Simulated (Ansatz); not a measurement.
Cost against result

Saddle point of SiNH₇S, singlet (SiH₄S ([SiH3][SH]) + NH₃ → SiNH₅ ([NH2][SiH3]) + H₂S; bonds formed: Si1–N7, S2–H6; bonds broken: Si1–S2, H6–N7), PBE0-D4/def2-TZVP structure:

```xyz
10
angstrom
Si -0.8249 -0.6476 0.1311
S 2.0142 -0.6544 0.5435
H -0.4404 -1.8897 -0.5585
H -0.8164 -0.5318 1.5985
H -2.2516 -0.3947 -0.2744
H 0.9822 0.5809 -0.4100
N -0.0777 0.8390 -0.6951
H 2.0218 0.1009 1.6541
H -0.2318 0.8753 -1.6994
H -0.3755 1.7220 -0.2897
```

Barriers are electronic and count from the start structure reached by relaxing down the imaginary mode.

Computed with Ansatz 0.2.0 (basis: as named in each row); correlated methods freeze the cores. B3LYP uses VWN-RPA correlation. Extrapolation: Hartree–Fock as exp(−7.88 √X), correlation as X^−2.97.

Times are rough, for one single point on 4 threads of a shared host (Arm Neoverse V1).

The estimate by CCSD(T) at an estimated basis limit (MP2 extrapolated from triple and quadruple zeta, plus CCSD(T) − MP2 in triple zeta) is 1.129 eV.

| method | basis | time (s) | barrier (eV) | method less estimate |
| --- | --- | --- | --- | --- |
| HF | STO-3G | under 1 | 2.672 | 1.543 |
| PBE-D4 | STO-3G | under 1 | 1.264 | 0.135 |
| SPW92 | def2-SVP | under 1 | 0.641 | -0.488 |
| B3LYP-D4 | 6-31G | under 1 | 0.645 | -0.484 |
| PBE-D4 | def2-SVP | under 1 | 0.885 | -0.243 |
| PBE0-D4 | def2-SVP | under 1 | 0.990 | -0.139 |
| SPW92 | def2-TZVPP | under 1 | 0.704 | -0.424 |
| CCSD(T) | def2-SVP | 1 | 1.314 | 0.185 |
| PBE-D4 | def2-TZVPP | 1 | 0.939 | -0.190 |
| BLYP-D4 | def2-TZVPP | 1 | 1.017 | -0.112 |
| B3LYP-D4 | def2-TZVPP | 2 | 1.078 | -0.051 |
| BHLYP-D4 | def2-TZVPP | 2 | 1.181 | 0.053 |
| PBE0-D4 | def2-TZVPP | 2 | 1.022 | -0.107 |
| CAM-B3LYP-D4 | def2-TZVPP | 2 | 1.102 | -0.027 |
| r2SCAN-D4 | def2-TZVPP | 3 | 1.010 | -0.119 |
| RPA on PBE | def2-TZVPP | 3 | 1.186 | 0.058 |
| r2SCAN0-D4 | def2-TZVPP | 3 | 1.062 | -0.066 |
| wB97M-V | def2-SVP | 3 | 1.087 | -0.041 |
| B2PLYP | def2-TZVPP | 3 | 1.119 | -0.010 |
| PBE-QIDH | def2-TZVPP | 3 | 1.092 | -0.036 |
| wB97X-V | def2-TZVPP | 5 | 1.155 | 0.026 |
| B97M-V | def2-TZVPP | 6 | 1.186 | 0.057 |
| wB97M-V | def2-TZVPP | 6 | 1.128 | 0.000 |
| MP2 | def2-QZVPP | 11 | 1.094 | -0.035 |
| CCSD(T) | def2-TZVPP | 34 | 1.163 | 0.035 |

All methods are single points on the PBE0-D4 structures.

T1 diagnostic: at most 0.011.

Labels in which every atom is bracketed show which atoms are joined, not bond orders.
